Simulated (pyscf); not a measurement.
Single points on ωB97X-D3(BJ)/def2-SVP structures (PySCF, gas phase).

Problem. What is the homolytic dissociation enthalpy (298 K, ωB97M-D3(BJ)/def2-TZVP) of the Nb–O bond of H₃C–N=Nb(NH₂)(NH₂)–OH, to [H₃C–N=Nb(NH₂)–NH₂]• + OH•?

Solution. Nb–O to [H₃C–N=Nb(NH₂)–NH₂]• + OH•: 5.06 eV. The 7 functionals that were run give +4.94 (M06-2X) to +5.19 eV (PBE). The radicals are drawn with the spin at the cut bond; how far it spreads was not checked. Other isomers of [H₃C–N=Nb(NH₂)–NH₂]• were not searched in full and may lie lower. Left out: the spin-orbit lowering of OH. Open-shell species with a d-block atom are single-reference here; other states, and whether the spin sits on metal or ligand, were not checked. Elements past Kr carry the def2 core potentials, without spin-orbit coupling.
